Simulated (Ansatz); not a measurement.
Geometry optimisation, RKS PBE-D4/def2-SVP in Ansatz.

Input file:

```yaml
crystal:
  periodic: [false, false, false]
  atoms:
    - { symbol: Al, position_ang: [0.0, 0.0, 0.0] }
    - { symbol: "N", position_ang: [1.379, 0.0, 1.6102] }
    - { symbol: H, position_ang: [0.502, -0.2713, 2.1402] }
    - { symbol: H, position_ang: [2.256, 0.2713, 2.1402] }
    - { symbol: H, position_ang: [1.7491, 0.0, 0.1958] }
    - { symbol: H, position_ang: [-1.351, 0.0, -0.78] }
basis:
  gaussian: { orbitals: def2-SVP }
hamiltonian:
  xc: pbe
  dispersion: d4
relax:
  f_tol: 0.15
  max_steps: 25
  restrain:
    - { distance: [1, 4], at: 2.26, k: 30.0 }
    - { distance: [0, 1], at: 1.92, k: 30.0 }
    - { distance: [0, 4], at: 1.56, k: 30.0 }
```

Launched with:

```bash
$ ansatz run input.yaml --threads 1 --pin off --max-ram 2048MiB --backend cpu --events-out ev --progress --plain --runs-dir out
```

Q: Where does it end, and by what steps?

A: It converged. The restraints hold the end off the free minimum; the threshold counts their pulls, which the force column leaves out. Restrained pairs: N2–H5 (1.46 → 2.31 Å), Al1–N2 (2.12 → 1.85 Å), Al1–H5 (1.76 → 1.55 Å). After 7 steps the energy has fallen by 4.621 eV (the restraints' own energy left out); H5 moved furthest, 0.61 Å.

```
step  energy less start (eV)  largest force component (eV/Å)  accepted
   0                  0.0000                           3.711       yes
   1                 -0.9849                           3.932       yes
   2                 -2.2023                           4.426       yes
   3                 -3.7324                           3.281       yes
   4                 -4.2292                           2.658       yes
   5                 -4.5727                           2.439       yes
   6                 -4.6177                           1.919       yes
   7                 -4.6205                           1.937       yes
```

```xyz
6
Properties=species:S:1:pos:R:3
Al 0.364 0.035 -0.010
N 0.961 -0.038 1.740
H 0.495 -0.132 2.648
H 1.971 0.058 1.870
H 1.866 0.154 -0.381
H -1.122 -0.078 -0.561
```

Run time: 9.5 s on 1 thread of Arm Neoverse V1, on a shared host, peak memory 0.1 GiB.
